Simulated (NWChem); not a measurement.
System: propene (C3H6); SMILES C=CC

NWChem input:

```
start job
memory heap 200 mb stack 900 mb global 1100 mb
geometry units angstroms noautosym nocenter noautoz
  C     -0.166705    -1.233762     0.000000
  C      0.453203     0.131215     0.000000
  C     -0.219299     1.295222     0.000000
  H      0.152738    -1.821102    -0.888097
  H      0.152738    -1.821102     0.888097
  H     -1.273936    -1.184400     0.000000
  H      1.559069     0.161359     0.000000
  H     -1.322382     1.321560     0.000000
  H      0.304101     2.263955     0.000000
end
basis spherical
  * library def2-svp
end
dft
  xc xpbe96 cpbe96
  iterations 150
end
cosmo
  do_cosmo_smd true
  solvent thf
end
task dft energy
```

Geometry: optimised at PBE-D3(BJ)/def2-SVP. Solvent: tetrahydrofuran.

Level: PBE/def2-SVP with SMD (1 M gas to 1 M solution), gas-phase geometry.

Question: Give the results of this calculation. (PBE/def2-SVP, SMD on the gas-phase geometry.) Quantities: solvation free energy (kcal/mol); cavity-dispersion-structure term (kcal/mol); dipole in solution (D).

Answer: 
- solvation free energy (kcal/mol) = -1.6
- cavity-dispersion-structure term (kcal/mol) = -0.1
- dipole in solution (D) = 0.61
